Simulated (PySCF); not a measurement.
Atoms are numbered as in `[N:1]#[C:2][CH:3]1[CH2:4][O:5][CH2:6]1` (H(Xn): hydrogen on atom n). Ha(C4), Ha(C6) are cis to C2 on the ring; Hb(C4), Hb(C6) are trans to C2 on the ring.

Geometry: GFN2-xTB; GIAO absolute shieldings from PySCF, gas phase, non-relativistic, averaged over equivalent atoms.

At CAM-B3LYP/pcseg-1 (109 basis functions, roughly 23 core-seconds):
```tsv
atoms	σ (ppm)
N1	-13.6
C2	76.2
C4/C6	119.8
C3	169.9
O5	331.7
Ha(C4)/Ha(C6)	26.85
Hb(C4)/Hb(C6)	26.91
H(C3)	28.46
```

Estimate the result of repeating the calculation with PBE0/pcSseg-1.

Answers


| atoms | σ at PBE0/pcSseg-1 | change |
| --- | --- | --- |
| N1 | -39.6 | -26.0 |
| C2 | 62.4 | -13.8 |
| C4/C6 | 110.5 | -9.3 |
| C3 | 164.0 | -5.9 |
| O5 | 326.9 | -4.8 |
| Ha(C4)/Ha(C6) | 26.67 | -0.18 |
| Hb(C4)/Hb(C6) | 26.71 | -0.20 |
| H(C3) | 28.12 | -0.34 |

The largest change is at N1 (nitrile nitrogen). Cost: 127 basis functions, roughly 30 core-seconds. The order of the carbon signals is the same at both levels.
